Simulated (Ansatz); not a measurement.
Wavefunction ladder for `CC(F)C(F)F`

```json
{"atom": "C1", "x (Å)": "0.697", "y (Å)": "-1.014", "z (Å)": "0.443"}
{"atom": "C2", "x (Å)": "0.301", "y (Å)": "0.090", "z (Å)": "-0.498"}
{"atom": "F3", "x (Å)": "-0.052", "y (Å)": "-0.447", "z (Å)": "-1.723"}
{"atom": "C4", "x (Å)": "-0.897", "y (Å)": "0.879", "z (Å)": "-0.010"}
{"atom": "F5", "x (Å)": "-1.153", "y (Å)": "1.906", "z (Å)": "-0.850"}
{"atom": "F6", "x (Å)": "-0.619", "y (Å)": "1.406", "z (Å)": "1.209"}
{"atom": "H7", "x (Å)": "1.529", "y (Å)": "-1.577", "z (Å)": "0.018"}
{"atom": "H8", "x (Å)": "-0.138", "y (Å)": "-1.699", "z (Å)": "0.608"}
{"atom": "H9", "x (Å)": "1.009", "y (Å)": "-0.601", "z (Å)": "1.403"}
{"atom": "H10", "x (Å)": "1.123", "y (Å)": "0.794", "z (Å)": "-0.668"}
{"atom": "H11", "x (Å)": "-1.800", "y (Å)": "0.264", "z (Å)": "0.068"}
```

The species carries charge 0 and has multiplicity 1. Geometry: relaxed with PBE0-D4/def2-TZVP. It is one conformer, not always the lowest. Frozen core, restricted reference, Ansatz. CBS rows extrapolate triple and quadruple zeta; past MP2 they add the triple-zeta difference.

```json
{"basis": "def2-TZVPP", "HF (Eh)": "-415.01265", "MP2 corr.": "?", "CCSD corr.": "-1.28010", "(T)": "-0.04237", "CCSD(T) total": "?"}
{"basis": "def2-QZVPP", "HF (Eh)": "?", "MP2 corr.": "?", "CCSD corr.": "–", "(T)": "–", "CCSD(T) total": "–"}
{"basis": "CBS(def2)", "HF (Eh)": "?", "MP2 corr.": "-1.43505", "CCSD corr.": "-1.46446", "(T)": "as TZ", "CCSD(T) total": "?"}
```

**Question.** Fill in the withheld values. (An estimate is asked.)

**Answer.** Ansatz gave: def2-TZVPP MP2 corr.: -1.25069; def2-TZVPP CCSD(T) total: -416.33512; def2-QZVPP HF (Eh): -415.03082; def2-QZVPP MP2 corr.: -1.35660; CBS(def2) HF (Eh): -415.03332; CBS(def2) CCSD(T) total: -416.54015.
